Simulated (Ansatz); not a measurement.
**Body-centred tetragonal In**

Computed with r²SCAN+rVV10 (PAW; Ansatz, an electronic-structure program).

Numerical settings: plane-wave cutoff 500 eV, 32×32×32 k mesh, Fermi–Dirac smearing 0.1 eV, scalar-relativistic PAW data made under PBE.

Cell (relaxed at this level):

```
In
1.0
   -1.60562     1.60562     2.48833
    1.60562    -1.60562     2.48833
    1.60562     1.60562    -2.48833
In
1
Cartesian
  0.00000   0.00000   0.00000
```

* **equilibrium volume per atom**: 25.66 Å³/atom
* **lattice parameter a**: 3.211 Å
* **c axis length**: 4.977 Å

Measured, for comparison: lattice constant a 3.252 Å, lattice parameter c 4.947 Å (293 K, not corrected to a static lattice; as tabulated in Wikipedia's data pages). Computed (rounded) less measured: lattice constant a -1.3 %, lattice parameter c +0.6 %. A static lattice is as a rule a little smaller and stiffer than an uncorrected measurement, which narrows the difference in the lattice constant a and would widen misses of the other sign.

Spin–orbit coupling is not included.

The computed numbers hold no vibrational or temperature effects.

Computing time: roughly 10 core-minutes.
